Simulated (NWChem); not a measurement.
**AlCl (SMILES [Al][Cl]): levels of theory compared**

We compute a comparison of 6 runs (HF/aug-cc-pVTZ, SVWN5/aug-cc-pVTZ, BLYP/aug-cc-pVTZ, PBE/aug-cc-pVTZ, revPBE/aug-cc-pVTZ, CCSD(T)/aug-cc-pVTZ) of AlCl. 

The results are computed with NWChem 7.3.0.

2 further runs of the same task are left out: 2 set aside as unsound or not needed.

### 1 The structure to begin with

AlCl: 2 atoms, total charge 0, spin state singlet. SMILES: `[Al][Cl]`. The Al1–Cl2 distance was set to 3.195 Å, away from the relaxed value.

Bond lengths: Al1–Cl2 3.195 Å.

### 2 The energy at HF/aug-cc-pVTZ (run 1)

Contents of nw.xyz:

```xyz
2
AlCl
Al     0.000000     0.000000    -1.065087
Cl     0.000000     0.000000     2.130113
```

Contents of nw.nw:

```
start nw
title "AlCl"
memory total 2200 mb

geometry noautosym nocenter noautoz
load format xyz nw.xyz
end

basis spherical bse
* library aug-cc-pVTZ
end

scf
thresh 1e-08
maxiter 80
end

task scf energy
```

The run is started by

```bash
$ nwchem nw.nw > nw.out
```

The program printed:

```text
[...]
  functions       =   100
[...]
  wavefunction    = RHF
[...]
         Total SCF energy =   -701.438662625356
      One-electron energy =  -1046.201139999172
      Two-electron energy =    308.161271806423
 Nuclear repulsion energy =     36.601205567393
        Time for solution =     50.2s
[...]
```

Wall time 53 s (1 thread of Intel Xeon Platinum 8488C (Sapphire Rapids), shared host); peak memory 0.1 GiB.

### 3 A single-point energy at SVWN5/aug-cc-pVTZ (run 2)

Contents of alcl.nw:

```
start alcl
title "AlCl"
memory total 2200 mb
geometry noautosym nocenter noautoz
  Al       0.000000       0.000000      -1.065087
  Cl       0.000000       0.000000       2.130113
end
basis spherical bse
  Al library aug-cc-pVTZ
  Cl library aug-cc-pVTZ
end
dft
  xc slater vwn_5
  grid fine
  convergence energy 1e-08
  maxiter 100
  mulliken
  print low
end
task dft energy
```

The run is started by

```bash
$ nwchem alcl.nw > alcl.out
```

The program printed:

```text
[...]
 d= 0,ls=0.0,diis     1   -700.0095615190 -7.37D+02  2.83D-02  1.03D+00     4.4
[...]
 d= 0,ls=0.0,diis    13   -700.1091435155 -6.64D-09  1.68D-07  1.92D-10    37.0
         Total DFT energy =     -700.109143515465
      One electron energy =    -1045.674946909046
           Coulomb energy =      353.127227275742
    Exchange-Corr. energy =      -44.162629449554
 Nuclear repulsion energy =       36.601205567393
[...]
      Total Density - Mulliken Population Analysis
     ---------------------------------------------
    Atom       Charge   Shell Charges
 -----------   ------   -------------------------------------------------------
    1 Al  13    12.39   2.00  1.86  0.36  1.21  0.58 -0.02  5.23  0.79  0.22  0.15 -0.00  0.01  0.01  0.01  0.00  0.00
    2 Cl  17    17.61   2.00  1.79  0.28  1.18  0.71  0.03  5.78  1.19  2.67  1.83  0.13  0.00  0.00  0.01  0.00  0.00
[...]
```

It took 38 s on 1 thread of Intel Xeon Platinum 8488C (Sapphire Rapids), shared host; peak memory 0.12 GiB.

Runs 3 to 5 aren't shown in full; the table further down has their settings and results.

### 4 A single-point energy at CCSD(T)/aug-cc-pVTZ (run 6)

Contents of alcl.nw:

```
start alcl
title "aluminium monochloride"
memory total 2200 mb
charge 0

geometry units angstroms noautosym nocenter noautoz
 Al    0.000000    0.000000   -1.065087
 Cl    0.000000    0.000000    2.130113
end

basis "ao basis" spherical bse
 Al library aug-cc-pVTZ
 Cl library aug-cc-pVTZ
end

scf
 thresh 1e-08
 maxiter 80
end

ccsd
 freeze core 10
 maxiter 60
end

task ccsd(t)
```

The run is started by

```bash
$ nwchem alcl.nw > alcl.out
```

The program printed:

```text
[...]
  functions       =   100
[...]
  wavefunction    = RHF
[...]
         Total SCF energy =   -701.438662625416
      One-electron energy =  -1046.201139998638
      Two-electron energy =    308.161271805830
 Nuclear repulsion energy =     36.601205567393
        Time for solution =     49.9s
[...]
 Total MP2 energy:           -701.681955560652113
[...]
             energy      energy      error      ampl     ampl      Block
                                                time     time      time
[...]
 Total CCSD energy:           -701.707241771812846
[...]
 Total CCSD+T(CCSD) energy:           -701.719831733654246
[...]
 Total CCSD(T) energy:                -701.719497270122702
[...]
```

Wall time 4 min (1 thread of Intel Xeon Platinum 8488C (Sapphire Rapids), shared host); peak memory 0.19 GiB.

### 5 Overview of the runs

```
run                level  iteration cap   module  energy (Eh)  dipole moment (D)  HOMO energy (eV)  LUMO energy (eV)  wall time
  1       HF/aug-cc-pVTZ             80      scf  -701.438663               9.78             -9.45             -0.73       53 s
  2    SVWN5/aug-cc-pVTZ            100      dft  -700.109144                  –                 –                 –       38 s
  3     BLYP/aug-cc-pVTZ            100      dft  -702.656852               7.89                 –                 –       37 s
  4      PBE/aug-cc-pVTZ            100      dft  -702.319209               7.79             -5.62             -3.76       44 s
  5   revPBE/aug-cc-pVTZ            100      dft  -702.509264               7.74             -5.58             -3.74       40 s
  6  CCSD(T)/aug-cc-pVTZ             80  ccsd(t)  -701.719497                  –             -9.45             -0.73      4 min
```

### 6 Outcome

```
                                           quantity          value
                                run 6: total energy  -701.71950 Eh
         run 6: HOMO energy (Hartree–Fock orbitals)       -9.45 eV
         run 6: LUMO energy (Hartree–Fock orbitals)       -0.73 eV
       run 6: HOMO–LUMO gap (Hartree–Fock orbitals)        8.72 eV
run 6: correlation energy (10 core orbitals frozen)     -280.8 mEh
                              run 6: (T) correction     -12.26 mEh
```

In words: Over runs 1, 3, 4, 5 the dipole moment (its size) runs from 7.74 D (revPBE/aug-cc-pVTZ) to 9.78 D (HF/aug-cc-pVTZ). Over runs 1, 4, 5 the HOMO–LUMO gap runs from 1.84 eV (revPBE/aug-cc-pVTZ) to 8.72 eV (HF/aug-cc-pVTZ). Exact exchange widens orbital gaps. Totals of different functionals can't be ranked against each other. All runs together took 7.5 min, the longest 4 min.
